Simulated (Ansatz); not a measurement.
**BH (triplet): from Hartree-Fock to the top rungs, def2-TZVPP**

The task here is to estimate one member of a computed series from the others.

Method: def2-TZVPP, core rule «outside noble gas», up to 1 orbitals frozen; program: Ansatz 0.2.0, Gaussian basis.

To be run: UHF; ROHF; CCSD(T) on UHF.

2 further runs of the same task are left out: 2 set aside as unsound or not needed.

## The geometry

The geometry is a PBE0/def2-TZVP stationary point (not a proven minimum).

2 atoms, charge 0, spin multiplicity 3.

Atoms are counted from 1 here; the program's logs count them from 0.

Bond lengths: B1–H2 1.194 Å.

As a file:

```xyz
2

B     0.0000    0.0000    0.0000
H     0.0000    0.0000    1.1940
```

The first run:

in.yaml reads:

```yaml
crystal:
  periodic: [false, false, false]
  atoms:
    - {symbol: B, position_ang: [0.000000, 0.000000, 0.000000]}
    - {symbol: H, position_ang: [0.000000, 0.000000, 1.194000]}
basis:
  gaussian: {orbitals: def2-TZVPP}
magnetization: {spin_polarized: true, initial_magnetization: 2}
hamiltonian: {xc: hf}
output: {orbitals: {seedname: orbitals}}
```

Command:

```
> ansatz run in.yaml --threads 1 --pin off --events-out ev --progress --plain --max-ram 2816MiB --backend cpu
```

Among the steps run: UHF; ROHF; CCSD(T) on UHF.

One table of the session follows, with a row left open; its other results are not shown here.

| method | from UCCSD(T) (kJ/mol) |
| --- | --- |
| ROHF | +175.2 |
| UHF | +172.0 |
| UMP2 | +40.4 |
| UCCSD | ? |
| UCCSD(T) | 0 |

Estimate the missing values for UCCSD.

**Answer.** from UCCSD(T) (kJ/mol): +3.6. In the column «from UCCSD(T) (kJ/mol)» it lies between UCCSD(T) (0) and UMP2 (+40.4).

With the free atoms at the same levels and basis (separate runs), the atomisation energy is 2.311 eV at UCCSD(T), 2.387 eV at ROHF.
